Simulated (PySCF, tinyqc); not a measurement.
Inside a calculation (part 1 of 2). Method: RHF in the sto-3g basis, for H2O, spin multiplicity 1. The lowest restricted solution is unstable here: a spin-polarised one lies 0.0008 hartree lower (PySCF). Computed by tinyqc, a small Python program that keeps every step (integrals from PySCF). Settings: charge = 0, multiplicity = 1, basis = sto-3g, energy threshold = 1e-09, iteration cap = 70, orthogonalisation = canonical, start = random, DIIS depth = 4, method = RHF. Command: `OMP_NUM_THREADS=1 python tinyqc.py 30268 30269 out.jsonl` (the two numbers bound the seeds that draw the settings). One thread of a shared host (Intel(R) Xeon(R) Processor @ 2.60GHz), about 0.06 s of CPU time with the checks. Later iterations appear only in the table of the cycle.

## One-electron integrals

Geometry (angstrom):
```
atom         x          y         z
O     0.000000   0.000000  0.000000
H     0.000000   0.997000  0.810000
H     0.000000  -0.997000  0.810000
```

Basis sto-3g: exponents (1/bohr^2) and contraction coefficients of normalised primitives:
```
element  l (shell)    exponent  coefficient
O            s (1)  130.709320     0.154329
O            s (1)   23.808861     0.535328
O            s (1)    6.443608     0.444635
O            s (2)    5.033151    -0.099967
O            s (2)    1.169596     0.399513
O            s (2)    0.380389     0.700115
O            p (3)    5.033151     0.155916
O            p (3)    1.169596     0.607684
O            p (3)    0.380389     0.391957
H            s (1)    3.425251     0.154329
H            s (1)    0.623914     0.535328
H            s (1)    0.168855     0.444635
```

Overlap, kinetic and nuclear-attraction integrals over the contracted functions; the nuclear repulsion is the sum of Za Zb / Rab.

nuclear repulsion = 6.85658945 hartree

overlap S, lower triangle:
```
           1O 1s     1O 2s    1O 2px     1O 2py    1O 2pz     2H 1s     3H 1s
1O 1s   1.000000
1O 2s   0.236704  1.000000
1O 2px  0.000000  0.000000  1.000000
1O 2py  0.000000  0.000000  0.000000   1.000000
1O 2pz  0.000000  0.000000  0.000000   0.000000  1.000000
2H 1s   0.024919  0.288286  0.000000   0.210018  0.170627  1.000000
3H 1s   0.024919  0.288286  0.000000  -0.210018  0.170627  0.120395  1.000000
```

kinetic energy T (hartree), lower triangle:
```
            1O 1s     1O 2s    1O 2px     1O 2py    1O 2pz      2H 1s     3H 1s
1O 1s   29.003200
1O 2s   -0.168011  0.808128
1O 2px   0.000000  0.000000  2.528731
1O 2py   0.000000  0.000000  0.000000   2.528731
1O 2pz   0.000000  0.000000  0.000000   0.000000  2.528731
2H 1s   -0.007935  0.022211  0.000000   0.075354  0.061221   0.760032
3H 1s   -0.007935  0.022211  0.000000  -0.075354  0.061221  -0.010037  0.760032
```

nuclear attraction V (hartree), lower triangle:
```
             1O 1s      1O 2s     1O 2px     1O 2py     1O 2pz      2H 1s      3H 1s
1O 1s   -61.442355
1O 2s    -7.378100  -9.874701
1O 2px    0.000000   0.000000  -9.761889
1O 2py    0.000000   0.000000   0.000000  -9.834068
1O 2pz   -0.010870  -0.135782   0.000000   0.000000  -9.809531
2H 1s    -0.793660  -2.086641   0.000000  -1.318929  -1.100600  -4.754778
3H 1s    -0.793660  -2.086641   0.000000   1.318929  -1.100600  -0.634045  -4.754778
```

core Hamiltonian H = T + V (hartree), lower triangle:
```
             1O 1s      1O 2s     1O 2px     1O 2py     1O 2pz      2H 1s      3H 1s
1O 1s   -32.439156
1O 2s    -7.546111  -9.066573
1O 2px    0.000000   0.000000  -7.233158
1O 2py    0.000000   0.000000   0.000000  -7.305337
1O 2pz   -0.010870  -0.135782   0.000000   0.000000  -7.280800
2H 1s    -0.801595  -2.064430   0.000000  -1.243575  -1.039380  -3.994746
3H 1s    -0.801595  -2.064430   0.000000   1.243575  -1.039380  -0.644082  -3.994746
```

## Two-electron integrals

Functions are numbered as in S; the eight-fold symmetry (ij|kl) = (ji|kl) = (kl|ij) leaves the list below.

Two-electron integrals (ij|kl) in chemists' order, unique and non-zero (hartree):
```
(11|11) 4.785065    (21|11) 0.741380    (21|21) 0.136873    (22|11) 1.118947
(22|21) 0.256633    (22|22) 0.817206    (31|31) 0.024477    (32|31) 0.037809
(32|32) 0.180518    (33|11) 1.115814    (33|21) 0.256684    (33|22) 0.817023
(33|33) 0.880159    (41|41) 0.024477    (42|41) 0.037809    (42|42) 0.180518
(43|43) 0.047444    (44|11) 1.115814    (44|21) 0.256684    (44|22) 0.817023
(44|33) 0.785270    (44|44) 0.880159    (51|51) 0.024477    (52|51) 0.037809
(52|52) 0.180518    (53|53) 0.047444    (54|54) 0.047444    (55|11) 1.115814
(55|21) 0.256684    (55|22) 0.817023    (55|33) 0.785270    (55|44) 0.785270
(55|55) 0.880159    (61|11) 0.078858    (61|21) 0.014454    (61|22) 0.026991
(61|33) 0.026941    (61|41) 0.000494    (61|42) 0.000937    (61|44) 0.027034
(61|51) 0.000401    (61|52) 0.000762    (61|54) 0.000076    (61|55) 0.027002
(61|61) 0.001544    (62|11) 0.222019    (62|21) 0.051693    (62|22) 0.186151
(62|33) 0.182812    (62|41) 0.002985    (62|42) 0.024371    (62|44) 0.188733
(62|51) 0.002425    (62|52) 0.019800    (62|54) 0.004810    (62|55) 0.186720
(62|61) 0.005575    (62|62) 0.055873    (63|31) 0.005025    (63|32) 0.030625
(63|43) 0.004852    (63|53) 0.003942    (63|63) 0.007363    (64|11) 0.134316
(64|21) 0.031642    (64|22) 0.121733    (64|33) 0.116445    (64|41) 0.006599
(64|42) 0.045394    (64|44) 0.129774    (64|51) 0.001279    (64|52) 0.011998
(64|54) 0.006887    (64|55) 0.118837    (64|61) 0.003537    (64|62) 0.044494
(64|64) 0.042424    (65|11) 0.109124    (65|21) 0.025708    (65|22) 0.098900
(65|33) 0.094604    (65|41) 0.001279    (65|42) 0.011998    (65|44) 0.097549
(65|51) 0.006064    (65|52) 0.040373    (65|54) 0.007245    (65|55) 0.104432
(65|61) 0.002874    (65|62) 0.036148    (65|64) 0.028485    (65|65) 0.030505
(66|11) 0.407705    (66|21) 0.096409    (66|22) 0.400321    (66|33) 0.385975
(66|41) 0.006230    (66|42) 0.072325    (66|44) 0.411640    (66|51) 0.005062
(66|52) 0.058760    (66|54) 0.020851    (66|55) 0.402915    (66|61) 0.010443
(66|62) 0.162368    (66|64) 0.147902    (66|65) 0.120161    (66|66) 0.774606
(71|11) 0.078858    (71|21) 0.014454    (71|22) 0.026991    (71|33) 0.026941
(71|41) -0.000494   (71|42) -0.000937   (71|44) 0.027034    (71|51) 0.000401
(71|52) 0.000762    (71|54) -0.000076   (71|55) 0.027002    (71|61) 0.001523
(71|62) 0.005410    (71|64) 0.003186    (71|65) 0.002793    (71|66) 0.010086
(71|71) 0.001544    (72|11) 0.222019    (72|21) 0.051693    (72|22) 0.186151
(72|33) 0.182812    (72|41) -0.002985   (72|42) -0.024371   (72|44) 0.188733
(72|51) 0.002425    (72|52) 0.019800    (72|54) -0.004810   (72|55) 0.186720
(72|61) 0.005410    (72|62) 0.043628    (72|64) 0.024392    (72|65) 0.027398
(72|66) 0.100760    (72|71) 0.005575    (72|72) 0.055873    (73|31) 0.005025
(73|32) 0.030625    (73|43) -0.004852   (73|53) 0.003942    (73|63) 0.005518
(73|73) 0.007363    (74|11) -0.134316   (74|21) -0.031642   (74|22) -0.121733
(74|33) -0.116445   (74|41) 0.006599    (74|42) 0.045394    (74|44) -0.129774
(74|51) -0.001279   (74|52) -0.011998   (74|54) 0.006887    (74|55) -0.118837
(74|61) -0.003186   (74|62) -0.024392   (74|64) -0.008536   (74|65) -0.015069
(74|66) -0.053082   (74|71) -0.003537   (74|72) -0.044494   (74|74) 0.042424
(75|11) 0.109124    (75|21) 0.025708    (75|22) 0.098900    (75|33) 0.094604
(75|41) -0.001279   (75|42) -0.011998   (75|44) 0.097549    (75|51) 0.006064
(75|52) 0.040373    (75|54) -0.007245   (75|55) 0.104432    (75|61) 0.002793
(75|62) 0.027398    (75|64) 0.015069    (75|65) 0.022474    (75|66) 0.068631
(75|71) 0.002874    (75|72) 0.036148    (75|74) -0.028485   (75|75) 0.030505
(76|11) 0.062584    (76|21) 0.014725    (76|22) 0.058260    (76|33) 0.056842
(76|44) 0.057901    (76|51) 0.001036    (76|52) 0.010408    (76|55) 0.059973
(76|61) 0.001573    (76|62) 0.017758    (76|64) 0.012416    (76|65) 0.012965
(76|66) 0.056489    (76|71) 0.001573    (76|72) 0.017758    (76|74) -0.012416
(76|75) 0.012965    (76|76) 0.007481    (77|11) 0.407705    (77|21) 0.096409
(77|22) 0.400321    (77|33) 0.385975    (77|41) -0.006230   (77|42) -0.072325
(77|44) 0.411640    (77|51) 0.005062    (77|52) 0.058760    (77|54) -0.020851
(77|55) 0.402915    (77|61) 0.010086    (77|62) 0.100760    (77|64) 0.053082
(77|65) 0.068631    (77|66) 0.264468    (77|71) 0.010443    (77|72) 0.162368
(77|74) -0.147902   (77|75) 0.120161    (77|76) 0.056489    (77|77) 0.774606
```

## Orthogonalisation

S = U s U^T; canonical form X = U s^(-1/2), so that X^T S X = 1. Each column of U has its largest component positive (the first on a tie).

eigenvalues of S: 0.540830  0.636752  0.886845  1.000000  1.107245  1.242852  1.585476

X:
```
                1          2          3         4          5          6         7
1O 1s   -0.415714   0.000000   0.688632  0.000000   0.605325   0.000000  0.225001
1O 2s    0.925710   0.000000  -0.281297  0.000000   0.314274   0.000000  0.474524
1O 2px   0.000000   0.000000   0.000000  1.000000   0.000000   0.000000  0.000000
1O 2py   0.000000   0.793257   0.000000  0.000000   0.000000   0.694416  0.000000
1O 2pz   0.421059   0.000000   0.686102  0.000000  -0.604744   0.000000  0.227015
2H 1s   -0.566552  -0.686008  -0.227503  0.000000  -0.190052   0.401490  0.389481
3H 1s   -0.566552   0.686008  -0.227503  0.000000  -0.190052  -0.401490  0.389481
```

## Starting guess

The start is random orthonormal orbitals; D = 2 C_occ C_occ^T.

D at the start, lower triangle:
```
            1O 1s      1O 2s     1O 2px     1O 2py     1O 2pz      2H 1s     3H 1s
1O 1s    1.326703
1O 2s   -0.194090   2.134623
1O 2px  -0.622695   0.331699   1.506788
1O 2py   0.664363  -0.462346   0.548869   1.558601
1O 2pz   0.115473   0.054942   0.138854  -0.200794   2.051471
2H 1s    0.259508  -0.156161  -0.000864  -0.234611  -0.127191   0.756987
3H 1s    0.014753  -0.285059  -0.140570   0.854397  -0.198481  -1.064749  1.822379
```

## Iteration 1: building the Fock matrix

J_ij = sum D_kl (ij|kl), K_ij = sum D_kl (ik|jl); F = H + J - 0.5 K; E = tr D H + tr D J / 2 - 0.25 tr D K + E_nn.

Coulomb J (hartree), lower triangle:
```
            1O 1s      1O 2s    1O 2px     1O 2py    1O 2pz     2H 1s     3H 1s
1O 1s   14.560627
1O 2s    2.885659   7.739402
1O 2px  -0.006823   0.064006  7.698588
1O 2py   0.000298  -0.129020  0.053437   7.731327
1O 2pz   0.012003   0.088482  0.012061  -0.030421  7.772274
2H 1s    0.304701   1.753571  0.018916   1.121587  0.955559  3.976078
3H 1s    0.305064   1.830807  0.007747  -1.245279  1.014999  0.581467  4.512582
```

exchange K (hartree), lower triangle:
```
            1O 1s      1O 2s     1O 2px     1O 2py    1O 2pz      2H 1s     3H 1s
1O 1s    6.507897
1O 2s    1.508815   2.599409
1O 2px  -0.616892   0.117317   1.870464
1O 2py   0.675779  -0.139348   0.473997   1.747804
1O 2pz   0.155434  -0.013210   0.101688  -0.120116  2.268918
2H 1s    0.369102   0.489261   0.122046   0.226759  0.191235   0.556144
3H 1s    0.129127   0.587481  -0.057346  -0.273324  0.296513  -0.037416  1.213566
```

Fock matrix F (hartree), lower triangle:
```
             1O 1s      1O 2s     1O 2px     1O 2py     1O 2pz      2H 1s      3H 1s
1O 1s   -21.132477
1O 2s    -5.414859  -2.626876
1O 2px    0.301623   0.005348  -0.469802
1O 2py   -0.337591  -0.059346  -0.183561  -0.447912
1O 2pz   -0.076585  -0.040695  -0.038783   0.029637  -0.642985
2H 1s    -0.681445  -0.555490  -0.042107  -0.235368  -0.179438  -0.296740
3H 1s    -0.561094  -0.527364   0.036420   0.134958  -0.172637  -0.043907  -0.088948
```

total energy of this density = -61.08765833 hartree

## Iteration 1: diagonalisation and new density

Diagonalise F' = X^T F X, C = X C', fill 5 alpha and 5 beta electrons from the bottom; D = 2 C_occ C_occ^T. Each column has its largest component positive (the first on a tie).

F' = X^T F X (hartree), lower triangle:
```
           1          2          3          4          5          6          7
1  -1.287921
2   0.027516  -0.018985
3   2.973822  -0.114721  -8.154549
4  -0.133547  -0.091741   0.180887  -0.469802
5   2.936973  -0.149851  -8.245189   0.208795  -9.909411
6   0.163224  -0.106220  -0.132851  -0.158996  -0.169343  -0.470499
7   1.037197  -0.023968  -4.553049   0.059383  -5.252822  -0.144131  -3.619467
```

orbital energies (hartree): MO1 -21.151801, MO2 -1.320145, MO3 -0.671443, MO4 -0.646299, MO5 -0.319223, MO6 0.001935, MO7 0.176341

coefficients C:
```
              MO1        MO2        MO3        MO4        MO5        MO6        MO7
1O 1s    0.994132  -0.261795   0.023394   0.004412   0.019248   0.035729   0.070909
1O 2s    0.023246   1.020425  -0.120856  -0.023389   0.037739  -0.143533  -0.425467
1O 2px  -0.014353   0.085222   0.563327  -0.352889   0.714693   0.189695   0.062391
1O 2py   0.016362  -0.015304   0.478202  -0.465642  -0.424734  -0.694627   0.050611
1O 2pz   0.004421   0.036347   0.570105   0.776862  -0.000133  -0.153280  -0.334530
2H 1s   -0.002687   0.010723   0.210552  -0.047742  -0.458644   0.869924   0.422490
3H 1s   -0.001574   0.002498  -0.034157   0.102239   0.118844  -0.476221   0.969441
```

D after iteration 1, lower triangle:
```
            1O 1s      1O 2s     1O 2px     1O 2py    1O 2pz      2H 1s     3H 1s
1O 1s    2.115543
1O 2s   -0.492474   2.116771
1O 2px  -0.022403   0.107546   1.920246
1O 2py   0.042459  -0.156337   0.257220   1.252801
1O 2pz   0.023282  -0.099767   0.099896  -0.179083  1.859748
2H 1s   -0.019183  -0.061518  -0.382760   0.635022  0.166773   0.514177
3H 1s   -0.000558   0.017469   0.059704  -0.228963  0.120041  -0.133098  0.051504
```

## Iteration 2: building the Fock matrix

As before.

Coulomb J (hartree), lower triangle:
```
            1O 1s     1O 2s    1O 2px     1O 2py    1O 2pz     2H 1s     3H 1s
1O 1s   17.862996
1O 2s    3.383597  8.416717
1O 2px   0.003789  0.017347  8.413014
1O 2py  -0.001872  0.014332  0.020113   8.388114
1O 2pz   0.001641  0.038327  0.006932  -0.001838  8.425448
2H 1s    0.357626  1.899321  0.004669   1.241047  1.015876  4.228800
3H 1s    0.357752  1.873793  0.001309  -1.203789  0.994249  0.589642  3.979805
```

exchange K (hartree), lower triangle:
```
            1O 1s      1O 2s     1O 2px     1O 2py    1O 2pz     2H 1s     3H 1s
1O 1s    9.802876
1O 2s    1.681363   2.730163
1O 2px  -0.004202   0.031732   2.244900
1O 2py   0.012648  -0.039193   0.160521   1.928871
1O 2pz   0.005375  -0.005638   0.051349  -0.089589  2.263979
2H 1s    0.185930   0.668985  -0.083548   0.537030  0.360889  0.798394
3H 1s    0.189563   0.623091   0.000498  -0.374573  0.323623  0.105179  0.374054
```

Fock matrix F (hartree), lower triangle:
```
             1O 1s      1O 2s     1O 2px     1O 2py     1O 2pz      2H 1s      3H 1s
1O 1s   -19.477597
1O 2s    -5.003195  -2.014937
1O 2px    0.005890   0.001481   0.057406
1O 2py   -0.008196   0.033928  -0.060147   0.118342
1O 2pz   -0.011916  -0.094635  -0.018743   0.042957   0.012659
2H 1s    -0.536933  -0.499602   0.046443  -0.271043  -0.203948  -0.165143
3H 1s    -0.538624  -0.502182   0.001060   0.227072  -0.206942  -0.107029  -0.201968
```

total energy of this density = -74.37743608 hartree

## Iteration 2: DIIS over 2 matrices

error matrix X^T (FDS - SDF) X:
```
           1          2          3          4          5          6          7
1   0.000000   0.132639   0.070384  -0.001442  -0.184638  -0.126081   0.469528
2  -0.132639   0.000000   0.187893   0.033510   0.238203   0.521279   0.130695
3  -0.070384  -0.187893   0.000000   0.050893  -0.086458  -0.037020   0.245806
4   0.001442  -0.033510  -0.050893   0.000000  -0.016387  -0.071388  -0.078401
5   0.184638  -0.238203   0.086458   0.016387   0.000000   0.033073  -0.023696
6   0.126081  -0.521279   0.037020   0.071388  -0.033073   0.000000   0.013808
7  -0.469528  -0.130695  -0.245806   0.078401   0.023696  -0.013808   0.000000
```

B (overlaps of the stored error matrices):
```
               1              2
1  7.1397242e+02  3.7027603e+00
2  3.7027603e+00  1.5203743e+00
```

Minimise |sum c_i e_i|^2 with sum c_i = 1: solve [B -1; -1 0][c; lambda] = [0; -1] with B_ij = tr e_i^T e_j, and take F = sum c_i F_i.

DIIS coefficients: -0.003082  1.003082

extrapolated F (hartree), lower triangle:
```
             1O 1s      1O 2s     1O 2px     1O 2py     1O 2pz      2H 1s      3H 1s
1O 1s   -19.472497
1O 2s    -5.001927  -2.013051
1O 2px    0.004978   0.001469   0.059031
1O 2py   -0.007181   0.034216  -0.059767   0.120087
1O 2pz   -0.011717  -0.094802  -0.018681   0.042998   0.014680
2H 1s    -0.536488  -0.499430   0.046716  -0.271153  -0.204024  -0.164738
3H 1s    -0.538555  -0.502105   0.000951   0.227356  -0.207048  -0.107223  -0.202317
```

## Iteration 2: diagonalisation and new density

As before.

F' = X^T F X (hartree), lower triangle:
```
           1          2          3          4          5          6          7
1  -0.754062
2   0.074161   0.546305
3   2.773629   0.023730  -7.116249
4  -0.035581  -0.078805  -0.020646   0.059031
5   2.663662  -0.004223  -7.933812   0.005713  -8.935548
6   0.046483   0.186892   0.014957  -0.023129  -0.010590  -0.244661
7   1.177552  -0.005892  -4.145040   0.016142  -4.806536   0.011934  -3.247575
```

orbital energies (hartree): MO1 -19.481716, MO2 -0.838652, MO3 -0.287258, MO4 -0.127087, MO5 0.044013, MO6 0.364167, MO7 0.633775

coefficients C:
```
              MO1        MO2        MO3        MO4        MO5        MO6        MO7
1O 1s    0.994167  -0.236205  -0.008528   0.111981  -0.007716   0.077385  -0.035421
1O 2s    0.024379   0.878657   0.028676  -0.522004   0.040576  -0.423034   0.182927
1O 2px  -0.000243  -0.008502   0.010891  -0.023247   0.986312   0.037962  -0.158163
1O 2py   0.000363  -0.032673   0.506034   0.033682   0.121235   0.309228   0.861903
1O 2pz   0.001886   0.121305  -0.048338   0.668116   0.086321  -0.727340   0.255677
2H 1s   -0.003800   0.163880   0.557933   0.399459  -0.128634   0.341514  -0.749298
3H 1s   -0.003520   0.183763  -0.519787   0.388086   0.035933   0.799016   0.313155
```

D after iteration 2, lower triangle:
```
            1O 1s      1O 2s     1O 2px     1O 2py    1O 2pz      2H 1s     3H 1s
1O 1s    2.113666
1O 2s   -0.484637   2.095177
1O 2px  -0.017080   0.089983   1.947087
1O 2py   0.013199  -0.053703   0.249164   0.545942
1O 2pz   0.095569  -0.480023   0.136100   0.009090  0.941770
2H 1s   -0.003041  -0.107676  -0.262951   0.549674  0.497368   1.028549
3H 1s    0.001417  -0.109301   0.038394  -0.503215  0.619597  -0.218951  0.911723
```

## Iteration 12 (converged): orbitals

converged F (hartree), lower triangle:
```
             1O 1s      1O 2s     1O 2px     1O 2py     1O 2pz      2H 1s      3H 1s
1O 1s   -20.283775
1O 2s    -5.167052  -2.389835
1O 2px    0.000001   0.000000  -0.393095
1O 2py    0.000000   0.000000  -0.000005  -0.169626
1O 2pz   -0.020789  -0.032244  -0.000006  -0.000001  -0.207357
2H 1s    -0.555795  -0.581183   0.000004  -0.303726  -0.278323  -0.285235
3H 1s    -0.555795  -0.581183   0.000001   0.303725  -0.278324  -0.146471  -0.285235
```

As before.

F' = X^T F X (hartree), lower triangle:
```
           1          2          3          4          5          6          7
1  -0.947027
2   0.000000   0.423781
3   3.000792   0.000000  -7.582329
4  -0.000006  -0.000006  -0.000005  -0.393095
5   2.710441   0.000001  -8.130551   0.000003  -9.447219
6   0.000000   0.078910   0.000000  -0.000002   0.000000  -0.465247
7   1.143407   0.000000  -4.264336   0.000001  -4.966146   0.000000  -3.542001
```

orbital energies (hartree): MO1 -20.291598, MO2 -1.167496, MO3 -0.472197, MO4 -0.413024, MO5 -0.393095, MO6 0.353541, MO7 0.430730

coefficients C:
```
              MO1        MO2        MO3        MO4        MO5        MO6        MO7
1O 1s    0.994714  -0.247452   0.000000   0.077353  -0.000010  -0.086050   0.000000
1O 2s    0.022170   0.941556  -0.000002  -0.388117   0.000050   0.471545  -0.000002
1O 2px   0.000000   0.000000   0.000024   0.000117   1.000000  -0.000010  -0.000008
1O 2py   0.000000   0.000000   0.622144  -0.000002  -0.000008   0.000004   0.851120
1O 2pz   0.002112   0.045745   0.000003   0.716773  -0.000076   0.741227  -0.000004
2H 1s   -0.003302   0.118218   0.460128   0.380855  -0.000067  -0.633655  -0.648137
3H 1s   -0.003302   0.118218  -0.460124   0.380860  -0.000035  -0.633649   0.648141
```

D after iteration 12, lower triangle:
```
            1O 1s      1O 2s     1O 2px     1O 2py    1O 2pz      2H 1s     3H 1s
1O 1s    2.113343
1O 2s   -0.481916   2.075309
1O 2px  -0.000002   0.000010   2.000000
1O 2py   0.000000  -0.000001   0.000014   0.774126
1O 2pz   0.092451  -0.470147   0.000015   0.000001  1.031721
2H 1s   -0.006155  -0.073163  -0.000023   0.572531  0.556777   0.741510
3H 1s   -0.006155  -0.073163  -0.000002  -0.572529  0.556780  -0.105355  0.741511
```
